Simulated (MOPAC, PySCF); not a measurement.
H2O, SMILES `O`, neutral singlet in the gas phase. 

Cartesian coordinates (Å):
```xyz
3

O      0.0031     0.3896     0.0000
H     -0.7665    -0.1887     0.0000
H      0.7634    -0.2009     0.0000
```
Charge 0, multiplicity 1.

All levels are single points at this geometry (B3LYP-D3(BJ)/def2-TZVP); Pople sets use spherical d functions. Orbital energies aren't observables, and empty levels follow the basis.

HF/3-21G in PySCF gives dipole (D) = 2.42.

Question: Estimate the dipole (D) from each of these levels: M06-2X/def2-TZVP in PySCF; B3LYP/6-311+G** in PySCF; BP86/6-31G* in PySCF; SVWN5/6-31G* in PySCF; HF/STO-3G in PySCF; AM1 in MOPAC; PM3 in MOPAC; PM6 in MOPAC.

Answer: 
```json
[
 {"level": "M06-2X/def2-TZVP in PySCF", "dipole (D)": "2.10"},
 {"level": "B3LYP/6-311+G** in PySCF", "dipole (D)": "2.16"},
 {"level": "BP86/6-31G* in PySCF", "dipole (D)": "2.05"},
 {"level": "SVWN5/6-31G* in PySCF", "dipole (D)": "2.11"},
 {"level": "HF/STO-3G in PySCF", "dipole (D)": "1.71"},
 {"level": "AM1 in MOPAC", "dipole (D)": "1.85"},
 {"level": "PM3 in MOPAC", "dipole (D)": "1.76"},
 {"level": "PM6 in MOPAC", "dipole (D)": "2.12"}
]
```
